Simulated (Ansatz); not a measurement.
bcc Nb

These are PBEsol (PAW; Ansatz, a program for electronic structure) values and carry that method's errors.

Settings: plane-wave cutoff 500 eV, 12×12×1 k mesh (along the axes of the cell as run), Fermi–Dirac smearing 0.1 eV, scalar-relativistic PAW data made under PBE.

Cell: relaxed at this level.

- surface energy of the (311) face: 2.69 J/m²
- work function of the (311) face: 3.77 eV

The slab of 22 atoms is relaxed and unreconstructed.

Cost on a shared machine: roughly 4 core-hours.
